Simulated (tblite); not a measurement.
C₂H₄Cl (doublet state).
Bonds: C1–C2, C2–Cl3. Hydrogens: H4, H5, H6 on C1; H7 on C2.

Computed with GFN2-xTB (tblite), gas phase: L-BFGS steps from a force-field or distance-geometry start until the largest atomic force falls under 0.01 eV/Å.

Geometry at step 1:
```
atom  x, y, z in Å
C1     -0.6549   -0.1768    0.0281
C2      0.7088    0.3781   -0.1337
Cl3     2.0464   -0.6807   -0.1606
H4     -0.9425   -0.1933    1.0856
H5     -1.3786    0.4509   -0.4884
H6     -0.7392   -1.1887   -0.3703
H7      0.9634    1.4155    0.0121
```

**Question.** What forces act on the atoms?

**Answer.** 
```
atom  Fx (eV/Å)  Fy (eV/Å)  Fz (eV/Å)
  C1      0.104      0.135     -0.002
  C2      0.148     -0.211     -0.102
 Cl3     -0.160      0.103      0.011
  H4     -0.054     -0.087      0.020
  H5     -0.011      0.104     -0.021
  H6      0.155      0.092      0.092
  H7     -0.181     -0.136      0.002
```

The largest, 0.28 eV/Å, acts on C2; the rms over all components is 0.111 eV/Å. The forces sum to zero within rounding, as they must for an isolated molecule in no field.

**Question.** Give the force on C2 in Eh/bohr and in nN.

**Answer.** 0.277 eV/Å ÷ 51.422 = 0.00539 Eh/bohr, and 0.277 eV/Å × 1.602 = 0.44 nN.

**Question.** How far is this geometry from the end of the optimisation?

**Answer.** 0.011 eV above it, and 0.091 Å rms away after alignment. The bonds farthest from their final lengths, with half the difference of the two atoms' forces along the bond (positive lengthens):

| bond | now (Å) | final (Å) | force along bond (eV/Å) |
| --- | --- | --- | --- |
| C2–Cl3 | 1.706 | 1.697 | -0.22 |
| C1–C2 | 1.481 | 1.476 | -0.04 |
| C2–H7 | 1.078 | 1.074 | 0.00 |
| C1–H4 | 1.096 | 1.098 | +0.03 |
| C1–H6 | 1.091 | 1.089 | 0.00 |

The angle farthest from its final value is C1–C2–H7, 124.3° against 122.1°.

The cost below is that of the whole relaxation. Time: 0.1 s of wall time. Hardware: an Arm Neoverse V1 with one thread, shared host with 32 logical CPUs at a one-minute load of 14.
